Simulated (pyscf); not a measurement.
Structures and frequencies: ωB97X-D3(BJ)/def2-SVP in PySCF. MP2 and CC: frozen core, UHF for open shells. ΔMP2 is the change of the MP2 total energy from the triple- to the quadruple-zeta basis.

Q: PBE/def2-TZVP puts the barrier of `[SiH2]` [singlet] + `[CH3][OH]` → `[CH3][O][SiH3]` (insertion; singlet surface; H–O broken, O–Si, H–Si formed) at -6.8 kcal/mol and the reaction energy at -74.8 kcal/mol, from the separated reactants. What do B3LYP-D3(BJ)/def2-TZVP, PBE0-D3(BJ)/def2-TZVP, CCSD(T)/def2-TZVPP + ΔMP2(QZVPP) give on the same structures?

A: B3LYP-D3(BJ): ΔE‡ = -0.5 kcal/mol, ΔE = -77.4 kcal/mol; PBE0-D3(BJ): ΔE‡ = -3.2 kcal/mol, ΔE = -78.6 kcal/mol; CCSD(T): ΔE‡ = 2.6 kcal/mol, ΔE = -76.4 kcal/mol. PBE's barrier lies under all of them, by 3.6 to 9.4 kcal/mol. Its reaction energy lies over all of them, by 1.6 to 3.8 kcal/mol. Low barriers are usual for a GGA, whose delocalisation error favours stretched bonds. On the reactant side the descent ends in an adduct with a O–Si contact, 23.9 kcal/mol under the separated species and 23.8 kcal/mol under the saddle at ωB97X-D3(BJ)/def2-TZVP. At PBE, B3LYP-D3(BJ), PBE0-D3(BJ) the saddle lies under the separated reactants, which points to a path from their complex (located at ωB97X-D3(BJ) alone). What is counted as formed (O–Si) is already present as a longer contact in the reactant adduct; forming that adduct is a step of its own. At ωB97X-D3(BJ) the barrier from the zero used here is -0.2 kcal/mol. H₃C–O–SiH₃ lies 23.7 kcal/mol over its isomer H₃C–SiH₂–OH, and others may lie lower still (electronic energy, ωB97M-D3(BJ)). One saddle was located; it need not be the lowest between these sides. The CCSD(T) − MP2 part came from Ansatz, without density fitting, on the same reference.
